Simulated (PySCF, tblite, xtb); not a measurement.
Potential energy curve for NH, triplet.

Computed with: UKS-M06-2X = unrestricted M06-2X/cc-pVTZ (PySCF 2.14.0); GFN1-xTB (xtb); UCCSD = PySCF with CCSD on UHF/cc-pVTZ, 1 core orbital frozen; GFN2-xTB, 300 K electronic temperature (tblite); CASSCF(6,5)/cc-pVTZ (PySCF).

Energies are in kJ/mol, each relative to the lowest point of its own curve near equilibrium.

```
R / Å  UKS-M06-2X  GFN1-xTB  UCCSD  GFN2-xTB  CASSCF(6,5)
-----  ----------  --------  -----  --------  -----------
0.83        125.7     125.3  126.6     114.2        132.4
0.89         54.3      52.4   55.0      45.4         59.5
0.93         26.0      24.4   26.5      19.7         30.0
0.98          6.5       5.7    6.7       3.4          8.7
1.00          2.6       2.0    2.7       0.6          4.1
1.04          0.0       0.0    0.0       0.0          0.0
1.08          3.1       3.5    3.0       4.5          1.5
1.09          4.6       5.1    4.5       6.3          2.6
1.15         18.4      19.2   18.2      20.7         13.7
1.20         34.8      35.9   34.2      36.5         27.4
1.28         66.9      69.4   65.2      65.6         54.0
1.42        130.5     138.9  125.4     121.6        105.0
1.55        187.9     204.8  179.9     174.7        149.2
1.73        251.3     289.3  242.2     244.4        197.6
1.88        286.5     351.8  278.4     295.8        225.5
2.09        315.3     424.9  306.7     355.7        248.5
2.26        327.0     471.9  317.1     394.4        258.0
2.54        336.6     528.9  323.7     442.1        264.9
2.83        341.3         —  325.8         —        267.4
3.15        343.6         —  326.6         —        268.4
3.65        344.4         —  327.0         —        268.8
4.15        344.6         —  327.2         —        268.9
```

At the longest distance, 4.15 Å, UKS-M06-2X lies highest above its minimum (344.6 kJ/mol) and CASSCF(6,5) lowest (268.9 kJ/mol).

A dash means that the run gave no value there, or that the column was ended at a point which the program doubted or which failed a test of continuity chosen for this set; such a test can also cut sound points.

The unrestricted determinant behind UKS-M06-2X is spin-contaminated at 1.55 to 4.15 Å (<S²> up to 3.0, against 2.00 for a pure triplet). The unrestricted determinant behind UCCSD is spin-contaminated at 1.42 to 4.15 Å (<S²> up to 3.0, against 2.00 for a pure triplet).
